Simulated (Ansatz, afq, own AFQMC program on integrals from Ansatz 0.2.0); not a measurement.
# Atomization energy of CH3AlO, singlet

```tsv
atom	x (Å)	y (Å)	z (Å)
C	-0.4126	0.4983	-0.3154
Al	0.6980	-0.8430	0.5336
O	1.6173	-1.9531	1.2363
H	0.0681	1.4873	-0.2640
H	-1.3915	0.5622	0.1840
H	-0.5793	0.2483	-1.3745
```

Connectivity, by distances: CH3–Al–O.

Atoms in their ground-state spins without spin–orbit coupling (mostly on UHF) minus the molecule (RHF), without zero-point energy. The geometry is a stationary point, not shown to be a minimum.

Basis def2-TZVP. Only valence electrons are correlated. Integrals, coupled cluster, full CI and functionals: Ansatz 0.2.0; the random walks run on the same integrals in our own AFQMC program. The CISD trial takes its coefficients from CCSD amplitudes. Released means that phaseless walkers are propagated on without the constraint, phases kept. Error bars are statistical, one sigma. The errors of all members are added in quadrature.

No full CI on the walks' own integrals is used here. The released AFQMC energy serves as the reference, which it does only where one determinant dominates, the energy is flat over the last release times and near the phaseless one (40 meV or 2 meV an electron, half that with transition metals). On small molecules, where full CI could be run and the noise was under 10 meV, such values lay within 10 meV of it in 19 cases of 20, a flattering rate, since the rule was set on those same cases; what remains of the bias isn't in the error bar. Each member takes its own surest rung, up to full CI.

The best estimate is CCSD(T) at the basis-set limit (CBS: def2-TZVPP and def2-QZVPP, with their diffuse functions for anions and beside diffuse sets, CCSD(T) itself extrapolated) plus the step from CCSD(T) to AFQMC with the constraint released in def2-TZVP. Rows without CBS are in def2-TZVP; B2PLYP and the wave-function rows carry a basis error of their own. Core correlation and relativity beyond core potentials are missing, and ± holds the sampling alone.

Cautions: CH₃AlO (singlet): higher spins were not checked, raised T1 diagnostic (T1 0.024, weight of the determinant 0.83, largest double 0.04), the released value is read at 1.50 1/Eh with a noise of 12 meV, more than in the cases checked (meV from the phaseless value at times in 1/Eh: -15 ± 5 at 0.24, -25 ± 8 at 0.51, -21 ± 9 at 0.99, -30 ± 12 at 1.50).

```tsv
level	atomization energy (eV)
MP2	21.765
B2PLYP	21.666
wB97M-V	21.822
```

(1) From these cheaper values, estimate the atomization energy at the level of the best estimate.

(1) 21.971 ± 0.012 eV (best estimate, highest rung released AFQMC).

| level | atomization energy (eV) | error against the best estimate (eV) |
| --- | --- | --- |
| HF | 14.902 | -7.069 ± 0.012 |
| CCSD | 20.588 | -1.383 ± 0.012 |
| CCSD(T) | 21.059 | -0.912 ± 0.012 |
| ph-AFQMC/CISD | 21.087 ± 0.008 | -0.884 ± 0.015 |
| released AFQMC | 21.114 ± 0.014 | -0.856 |
| HF/CBS | 14.989 | -6.982 ± 0.012 |
| MP2/CBS | 22.671 | 0.700 ± 0.012 |
| CCSD(T)/CBS | 21.927 | -0.043 ± 0.012 |
| PBE | 22.275 | 0.304 ± 0.012 |
| r2SCAN | 21.949 | -0.022 ± 0.012 |
| PBE0 | 21.541 | -0.430 ± 0.012 |
| B3LYP | 21.631 | -0.340 ± 0.012 |

Correlation beyond CCSD(T) adds 0.043 ± 0.012 eV. Going to the basis-set limit adds 0.869 eV at CCSD(T). The perturbative (T) step is worth +0.471 eV. The functionals spread over 0.734 eV; r2SCAN comes nearest and PBE0 is 0.430 eV too low.

Best estimates are given only where the step beyond CCSD(T) is under 0.3 eV and no member's determinant is very poor (T1 over 0.05, or 0.07 for open shells, ⟨S²⟩ too high by 0.3, two states mixed), so the hardest cases are missing from such tables.

The functionals ran in a triple-zeta set and keep a basis error of their own, a few kJ/mol for each bond in atomization energies and more for double hybrids, so close places among them and the extrapolated levels can swap.

Each member of a difference takes its own highest rung, so a best estimate needn't equal the limit plus the step of one row. A walk keeps the symmetry of its determinant, which the program's search chose and which needn't be the lowest solution, so a lower state of the same spin and another symmetry isn't excluded. Released energies are given only where the last usable release times agree within the noise; a slower fall can still hide under it.
